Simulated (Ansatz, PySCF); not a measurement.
**How well does each level of theory give the bulk modulus B0 of zinc-blende InSb?**

Reference value: 46.1 GPa (measured, 0 K value with the zero-point phonon effect removed; as tabulated in Mejia-Rodriguez and Trickey (2018), arXiv:1807.09216).

```csv
level (code),value (GPa),cell (Å³/atom),error (%)
LDA (Ansatz),46.6,33.54,+1.1
PBE (Ansatz),36.7,36.51,-20
PBE0 (Ansatz),45.4,34.93,-1.5
Hartree–Fock (Ansatz),49.4,36.35,+7.2
MP2 (PySCF),46.1 ± 1,35.40,0.0
```

Once the reference is moved by up to 5.0 % (a margin picked here for doubts on the reference and the settings) and values within 1.7 % count as equal, the nearest can be MP2 (0.0 %), LDA (+1.1 %), PBE0 (-1.5 %) or Hartree–Fock (+7.2 %). Among them PBE (-20 %) misses by most. Within 15 %: LDA, PBE0, Hartree–Fock, MP2.

A ± on a computed value is a rough bar: the spread of its extrapolation, a floor set from checks against published values, or a statistical error. LDA, PBE: the gap of the solid is closed in this run. Each level is taken at its own relaxed cell. Cutoffs and k meshes differ between the levels. Ansatz's density-functional and Hartree–Fock values are scalar-relativistic unless marked +SOC, with PAW data made under PBE.

Differences are worked out from the printed values.

Ansatz is an electronic-structure program.
